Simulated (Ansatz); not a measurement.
C6H10 can be A, `C1C[C@@H]2C[C@@H]2C1`, or B, `C#CC(C)(C)C`.

Isolated molecules relaxed with PBE0-D4/def2-TZVP in Ansatz; ΔE leaves out vibrations. CBS: MP2 limit from def2 TZ/QZ plus the TZ coupled-cluster correction, frozen cores. DFT in def2-TZVPP. B3LYP here is the variant with VWN-RPA as its local correlation; programs differ in this.

A:

Z-matrix (Å, degrees):
```
C
C 1 1.534
C 1 1.534 2 105.1
H 1 1.093 2 110.1 3 -118.5
H 1 1.091 2 112.6 3 122.8
C 2 1.512 1 104.7 3 30.1
H 2 1.094 1 112.3 3 153.5
H 2 1.095 1 110.3 3 -87.0
C 3 1.512 1 104.7 2 -30.1
H 3 1.094 1 112.3 2 -153.5
H 3 1.095 1 110.3 2 87.0
C 6 1.499 2 117.4 1 46.0
H 6 1.084 2 118.8 1 -161.1
H 9 1.084 3 118.8 1 161.1
H 12 1.084 6 119.2 2 13.1
H 12 1.083 6 117.0 2 157.1
```

B:

```xyz
16

C     1.705    1.933   -0.489
C     0.925    1.048   -0.266
C    -0.027   -0.030    0.007
C     0.108   -0.461    1.471
C     0.280   -1.216   -0.912
C    -1.449    0.475   -0.255
H     2.397    2.716   -0.687
H    -0.598   -1.266    1.688
H    -0.102    0.374    2.143
H     1.118   -0.820    1.680
H     0.193   -0.928   -1.961
H    -0.425   -2.029   -0.717
H     1.292   -1.589   -0.743
H    -1.564    0.791   -1.294
H    -2.169   -0.323   -0.054
H    -1.685    1.325    0.388
```

Question: Which isomer does CCSD(T)/CBS put lower? Give the gap. (An estimate is asked.)

Answer: The calculation gave: A, by 19.6 kcal/mol.

Question: Give E(B) − E(A) in kcal/mol with CCSD(T)/def2-TZVPP, r2SCAN-D4, BLYP-D4, CCSD/def2-TZVPP, ωB97M-V, PBE0-D4, B3LYP-D4. (An estimate is asked.)

Answer: The calculation gave: CCSD(T)/def2-TZVPP 19.8, r2SCAN-D4 24.3, BLYP-D4 14.1, CCSD/def2-TZVPP 20.4, ωB97M-V 23.0, PBE0-D4 29.5, B3LYP-D4 18.2. None reverses the order clearly.

Question: Does the order hold for the free energy at 298.15 K (harmonic terms from PBE0-D4)? (Estimate.)

Answer: The calculation gave: Yes: G(B) − G(A) = +14.9 kcal/mol.

Largest T1 diagnostic: 0.010.

From r2SCAN to r2SCAN0 (25 % exact exchange), in def2-TZVPP and without D4, E(B) − E(A) moves by +3.4 kcal/mol. At CCSD(T), def2-SVP lies +2.7 kcal/mol from the extrapolated value and def2-TZVPP +0.2 kcal/mol.
